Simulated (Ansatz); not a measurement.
Relaxation of C5H7F (13 atoms, charge 0, multiplicity 1), to a largest force component of 0.02 eV/Å in at most 40 steps.

Method: RKS PBE-D4/STO-3G (Ansatz).

```xyz
13
Properties=species:S:1:pos:R:3:forces:R:3
C -0.689 1.199 -2.070 -3.75 4.04 -7.80
C -0.245 0.742 -1.109 1.86 -2.84 5.35
C 0.339 0.139 0.071 2.31 -0.35 0.07
C -0.372 0.448 1.330 -4.56 0.85 2.54
C 0.572 -1.368 -0.121 -0.88 -1.34 1.96
F 1.603 0.717 0.248 2.34 0.95 -0.12
H -1.144 1.693 -2.943 0.37 -0.39 0.49
H -1.417 0.034 1.264 0.50 0.14 0.15
H -0.533 1.535 1.531 0.44 -0.28 -0.48
H 0.048 0.032 2.248 0.75 -0.47 0.12
H -0.393 -1.882 -0.226 -0.23 -0.26 -0.08
H 1.096 -1.788 0.781 -0.28 0.31 -0.62
H 1.154 -1.536 -0.991 1.12 -0.37 -1.59
```

Q: Where does it end, and by what steps?

A: The forces met the threshold. Limits of this set-up: minimal basis. After 8 steps the energy has fallen by 0.830 eV; F6 moved furthest, 0.12 Å.

| step | energy less start (eV) | largest force component (eV/Å) | accepted |
| --- | --- | --- | --- |
| 0 | 0.0000 | 7.801 | yes |
| 1 | -0.7678 | 1.916 | yes |
| 2 | -0.8204 | 0.622 | yes |
| 3 | -0.8279 | 0.185 | yes |
| 4 | -0.8290 | 0.087 | yes |
| 5 | -0.8294 | 0.067 | yes |
| 6 | -0.8297 | 0.044 | yes |
| 7 | -0.8301 | 0.042 | yes |
| 8 | -0.8302 | 0.002 | yes |

```xyz
13
Properties=species:S:1:pos:R:3
C -0.751 1.261 -2.112
C -0.246 0.758 -1.127
C 0.434 0.162 0.096
C -0.444 0.461 1.382
C 0.589 -1.404 -0.102
F 1.718 0.749 0.252
H -1.206 1.707 -2.992
H -1.450 0.020 1.262
H -0.544 1.553 1.526
H 0.042 0.020 2.272
H -0.406 -1.866 -0.238
H 1.074 -1.843 0.789
H 1.209 -1.613 -0.993
```

Whether the end is a true minimum wasn't checked by a vibrational analysis.

Time of the run: 26 s on 1 thread of Arm Neoverse V1 (shared host), peak memory 0.11 GiB.
